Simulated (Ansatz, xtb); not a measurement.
Redistribution: C2H3Cl3 + CHCl2F → C2H4Cl2 + CCl3F

Species: C2H3Cl3 (1,1,2-trichloroethane) `ClCC(Cl)Cl`, singlet; CHCl2F (dichlorofluoromethane) `FC(Cl)Cl`, singlet; C2H4Cl2 (1,1-dichloroethane) `CC(Cl)Cl`, singlet; CCl3F (trichlorofluoromethane) `FC(Cl)(Cl)Cl`, singlet. The partners trade Cl for H; both sit on C, so the bond types are kept.

Shapes, held fixed at every level: PBE0-D4/def2-TZVP. Flexible molecules stand in one conformer, not always the lowest. Programs: Ansatz 0.2.0, xtb 6.7.1, xtb 6.7.1 later snapshot. The zero-point and thermal change to 298 K, harmonic and unscaled (PBE0-D4/def2-TZVP), is -4.1 kJ/mol.

```tsv
level	kind	ΔH(298 K) (kJ/mol)	less CCSD(T)/CBS estimate
GFN2-xTB	semi-empirical	-14.1	-24.7
HF/def2-SVP	Hartree–Fock	+22.2	+11.6
SPW92/def2-TZVPP	LDA	-0.4	-11.0
PBE-D4/def2-TZVPP	GGA	+4.7	-5.9
r2SCAN-D4/def2-TZVPP	meta-GGA	+4.7	-5.9
BHLYP-D4/def2-TZVPP	global hybrid	+15.3	+4.7
MP2/def2-SVP	perturbation theory	0.0	-10.6
MP2/def2-TZVPP	perturbation theory	+10.0	-0.6
CCSD(T)/CBS estimate	coupled cluster or CI	+10.6	0.0
```

The highest level, CCSD(T)/CBS estimate, gives ΔH(298 K) = +10.6 kJ/mol; the levels span -14.1 to +22.2. They disagree on the sign: 7 of 9 are positive. The column of differences is taken from that level and isn't an error. No measured value is set beside it here. The CBS estimate extrapolates MP2 from def2-TZVPP and def2-QZVPP and adds CCSD(T) − MP2 in the triple-zeta set, cores frozen.
